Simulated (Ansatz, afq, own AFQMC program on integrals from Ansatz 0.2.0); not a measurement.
Two steps: Ansatz 0.2.0 writes the Fock matrix and Cholesky factors of the valence space, and afq projects on them the lowest state that overlaps trial and start.

```yaml
crystal:
  periodic: [false, false, false]
  atoms:
    - {symbol: Cl, position_ang: [0.000000, 0.000000, -1.492000]}
    - {symbol: H, position_ang: [0.000000, 0.000000, -0.043000]}
    - {symbol: Cl, position_ang: [0.000000, 0.000000, 1.535000]}
basis:
  gaussian: {orbitals: cc-pVTZ}
magnetization: {spin_polarized: true, initial_magnetization: 1}
correlation: {method: ccsd_t, electrons: outside_noble_gas, hamiltonian_folder: ham}
```

```sh
$ ansatz run in.yaml --threads 1 --pin off --events-out ev --progress --plain --max-ram 24576MiB --backend cuda --devices 0, --max-vram 18GiB
```

Options of the walk:

```
--method phaseless --trial cisd --walkers 2500 --populations 20 --least-time 60 --time-step 0.005 --steps-per-block 50 --equilibration-blocks 28 --max-blocks 4000 --target-error 0.00023 --factor-cut 1e-05 --start spin_pure --seed 9231 --release-times 0.24,0.51,0.99,1.5 --release-step 0.03 --release-every 4 --taylor-order 6
```

Times are imaginary, in 1/Eh. The walk had a cap of 244 s. With eight or more populations the least sampling time is a fifth of least-time, and the error comes from their spread.

```
orbitals 72  electrons 8 7  factors 463 of 479
reference energy -919.55385058 Eh
CCSD correlation -0.42006078 Eh in 11 cycles, weight of the determinant in the CISD state 0.8481
energy of the start -919.969854 Eh
 block  time / (1/Eh)  mean weight  energy / Eh
     1     0.250  0.9991  -919.964320
     2     0.500  1.0000  -919.971882
     3     0.750  0.9998  -919.978507
     4     1.000  1.0004  -919.983505
     5     1.250  1.0005  -919.985318
     8     2.000  0.9998  -919.988665
    11     2.750  0.9997  -919.991911
    17     4.250  0.9999  -919.992523
    23     5.750  1.0000  -919.992037
    29     7.250  1.0005  -919.992058
    35     8.750  0.9995  -919.992141
    39     9.750  1.0000  -919.993593
    41    10.250  0.9998  -919.991335
    47    11.750  0.9989  -919.990157
    53    13.250  1.0000  -919.991355
    59    14.750  1.0002  -919.993436
    65    16.250  1.0002  -919.991013
    71    17.750  1.0001  -919.991698
    77    19.250  1.0003  -919.991845
    83    20.750  1.0005  -919.990173
    89    22.250  0.9999  -919.988262
    95    23.750  1.0001  -919.991061
    97    24.250  1.0001  -919.991651
error from the spread of 20 populations
released: time / (1/Eh)  energy / Eh  error  mean overlap
  0.24  -919.992034  0.000282  0.9953
  0.51  -919.992114  0.000234  0.9932
  0.99  -919.992288  0.000264  0.9885
  1.50  -919.992798  0.000425  0.9784
energy -919.991421 +/- 0.000215 Eh
(rows thinned)
```

(1) Estimate how long the walk took on 1 × NVIDIA H100 80GB HBM3 with 1 thread of AMD EPYC 7R13 Processor (Zen 3) (shared host) (the card was shared).

The run passed its tests (sampling time, drift between the halves within three errors, error under three times the target), which doesn't prove that it has relaxed. The second half of the sampling lies above the first by 2.3 errors of their difference, so the energy may still be moving and its error bar be too small.

Against this walk (error 5.9 meV) on the same determinant: CCSD(T) 30.7 meV higher, CCSDT(Q) 25.1 meV lower. The error is statistical and leaves out the bias of the constraint. The released energies are still falling (meV from the phaseless value at times in 1/Eh: -17 ± 8 at 0.24, -19 ± 6 at 0.51, -24 ± 7 at 0.99, -37 ± 12 at 1.50), so they give no level. CCSDT(Q) is the surest value here, so the walk's 25 meV above it is most likely the bias of the constraint with this trial, which can have either sign.

Cautions: constraint bias not in the error; unrestricted determinant slightly spin contaminated (⟨S²⟩ 0.80 against 0.75).

Answers

(1) 3.5 min of wall time.

CCSDT and higher add their correlation energy to the determinant of the CCSD(T) run, since their own runs factorise the integrals more tightly (a shift of under 2 meV). A walk keeps the symmetry of its determinant, which the program's search chose and which needn't be the lowest solution, so a lower state of the same spin and another symmetry isn't excluded.
